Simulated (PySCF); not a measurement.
## BH$_{4}$⁺, triplet: the ladder up to RCCSDT

Geometry: a PBE0/def2-TZVP stationary point for this spin, not checked as a minimum.

```tsv
atom	x (Å)	y (Å)	z (Å)
B	0.0000	0.0000	0.0000
H	0.4725	0.4863	1.0573
H	-0.4858	-0.4709	1.0582
H	-0.4719	0.4714	-1.0643
H	0.4852	-0.4868	-1.0513
```

Basis aug-cc-pVDZ; PySCF 2.14.0. Only valence electrons are correlated (noble-gas cores frozen), which leaves 6 electrons in 58 orbitals. R marks a restricted (for open shells ROHF) determinant, U an unrestricted one.

Full CI isn't at hand for all of this; RCCSDT serves as the reference. It lacks quadruple excitations. The frozen core follows each run's orbitals, which can shift R against U totals by a few meV.

```
UHF ⟨S²⟩                          : 2.013
T1 diagnostic (ROHF- or RHF-based CCSD)             : 0.0180
largest doubles amplitude (ROHF- or RHF-based CCSD) : 0.026
T1 diagnostic (UCCSD)             : 0.0126
```

| level | E − E(RCCSDT) (kJ/mol) | share of correlation (%) | wall time |
| --- | --- | --- | --- |
| RHF | 317.6 | 0.00 | – |
| UHF | 301.8 | 4.99 | – |
| RMP2 | 67.9 | 78.64 | – |
| UMP2 | 70.4 | 77.84 | – |
| RCCSD | 7.8 | 97.55 | – |
| UCCSD | 7.4 | 97.69 | – |
| RCCSD(T) | 1.5 | 99.52 | 5.2 s |
| UCCSD(T) | 1.5 | 99.54 | 4.9 s |
| UCCSDT | -0.1 | 100.03 | 3.5 min |

The correlation energy at RCCSDT, counted from RHF, is -3.292 eV. That run took 3.6 min on 1 thread of Arm Neoverse V2, shared host.

Times are those of the correlated step on a shared host, with one SCF added for the restricted CCSD run; they ran on 1 thread of Arm Neoverse V2.
